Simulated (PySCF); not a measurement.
Breaking a bond: C₂H₂O, SMILES C=C=O, singlet. The C1–C4 bond (C1 also carries H, H; C4 carries O) is pulled apart rigidly from the PBE0/def2-TZVP optimised geometry. Each curve is given relative to its own lowest point near equilibrium.

| R / Å | A | B | C | D |
|---|---|---|---|---|
| 1.04 | 176.8 | 174.0 | 158.0 | 174.5 |
| 1.12 | 78.8 | 76.6 | 65.5 | 77.0 |
| 1.19 | 30.8 | 29.3 | 22.3 | 29.6 |
| 1.23 | 14.8 | 13.6 | 9.0 | 13.9 |
| 1.28 | 3.5 | 2.8 | 1.1 | 3.0 |
| 1.31 | 0.5 | 0.1 | 0.0 | 0.2 |
| 1.35 | 0.0 | 0.0 | 2.0 | 0.0 |
| 1.40 | 3.8 | 4.3 | 8.9 | 4.2 |
| 1.45 | 11.3 | 12.4 | 19.4 | 12.2 |
| 1.51 | 23.8 | 25.5 | 35.1 | 25.3 |
| 1.60 | 46.8 | 49.4 | 62.2 | 49.8 |
| 1.77 | 94.8 | 98.8 | 114.0 | 102.7 |
| 1.97 | — | — | 142.5 | — |

Energies in mEh.

Question: Assign the columns to these levels of theory: CCSD on UHF/cc-pVDZ, 3 core orbitals frozen (PySCF); CCSD(T) on UHF/cc-pVDZ, 3 core orbitals frozen (PySCF); PySCF with UHF/cc-pVDZ; MP2 on UHF/cc-pVDZ, 3 core orbitals frozen run with PySCF 2.14.0.

Answer: A is UCCSD(T); B is UCCSD; C is UHF; D is UMP2.

A dash means that the run gave no value there, or that the column was ended at a point which the program doubted or which failed a test of continuity chosen for this set; such a test can also cut sound points.

The unrestricted determinant behind UMP2, UHF, UCCSD, UCCSD(T) is spin-contaminated at 1.97 to 4.59 Å (<S²> up to 1.0, against 0.00 for a pure singlet).
